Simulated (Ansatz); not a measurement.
A made-up structure of CH$_{3}$Si$_{2}$, doublet:

C1  (-0.506, 0.518, -0.322)
Si2  (0.661, -0.741, 0.431)
Si3  (2.025, -2.123, 1.298)
H4  (-0.017, 1.496, -0.298)
H5  (0.123, -0.907, 1.735)
H6  (-0.731, 0.269, -1.360)
(Å)

It is relaxed with PBE-D4/def2-SVP and then PBE0-D4/def2-TZVP (Ansatz 0.2.0). Atoms count as bonded within 1.22 times the sum of their covalent radii (H–H: 0.88 Å). The end point is not checked to be a true minimum.

Task: Does its bonding change? (A judgement: the text doesn't fix the answer.)

Result: Computed: Yes. Formed: Si3–H5; broken: none.

Where it ends: The first stage lowers the energy by 1.40 eV in 9 steps. It ends as CH₃Si₂ ([CH2][Si]1[H][Si]1):
C1  (-0.287, 0.475, -0.530)
Si2  (0.532, -0.866, 0.180)
Si3  (1.535, -2.235, 1.536)
H4  (-0.552, 1.361, 0.036)
H5  (0.892, -0.694, 1.841)
H6  (-0.564, 0.471, -1.578)
(Å)

Labels in which every atom is bracketed show which atoms are joined, not bond orders.

For scale, one of the runs: PBE0-D4/def2-TZVP relaxation, 123 basis functions, launched by `ansatz run in.yaml --threads 2 --pin off --events-out ev --progress --plain --max-ram 4352MiB`. The run took about 27 s on 2 CPU threads of an Arm Neoverse N1 (shared host).
